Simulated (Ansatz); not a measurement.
## FNa: an active-space calculation, step by step

Computed with Ansatz's Python interface.

Typed at the interpreter:
```pycon
>>> import warnings
>>> import ansatz as az
>>> GEOMETRY = """
... F    -0.80130    0.23920   -0.42090
... Na    0.83080   -0.29940    0.42500
... """
>>> warnings.simplefilter("ignore", az.DeckWarning)
>>> system = az.Crystal.molecule()
>>> for line in GEOMETRY.strip().splitlines():
...     symbol, *xyz = line.split()
...     system = system.atom(symbol, [float(v) for v in xyz])
...
>>> base = (
...     system.calculation()
...     .basis(gaussian="cc-pVDZ")
...     .correlation(active_electrons=4, active_orbitals=4)
... )
>>> for method in [None, "sc_nevpt2"]:
...     r = (base if method is None else base.correlation(method)).run(threads=1).report
...     space = r["configurations"]
...     state = space["states"][0]
...     print(method or "casscf", f"total {r['free_energy_ev'] / 27.211386246:.6f} Ha, active-space state {state['energy']['hartree']:.6f} Ha, mean field {r['reference_energy_ev'] / 27.211386246:.6f} Ha")
...     print("  determinants", state["n_determinants"], " natural occupations", [round(n, 3) for n in space["natural_occupations"]])
...
casscf total -261.377094 Ha, active-space state -261.377094 Ha, mean field -261.327857 Ha
  determinants 36  natural occupations [1.983, 1.982, 0.018, 0.017]
sc_nevpt2 total -261.527999 Ha, active-space state -261.377093 Ha, mean field -261.327857 Ha
  determinants 36  natural occupations [1.983, 1.982, 0.018, 0.017]
>>> print("effectively unpaired electrons, sum of min(n, 2 - n):", round(sum(min(n, 2 - n) for n in space["natural_occupations"]), 3))
effectively unpaired electrons, sum of min(n, 2 - n): 0.07
```

Total energies depend on the basis set; only differences at equal settings carry meaning. The geometry is a force-field or estimated start, not a minimum of this method, and the basis set is short of its limit. The active space starts as a window about the frontier orbitals and is then optimised, not chosen by chemistry. Finished in 5 s on 1 thread of Intel(R) Xeon(R) Platinum 8259CL CPU @ 2.50GHz (Skylake/Cascade Lake), with other jobs on the host, peak memory 0.15 GiB.
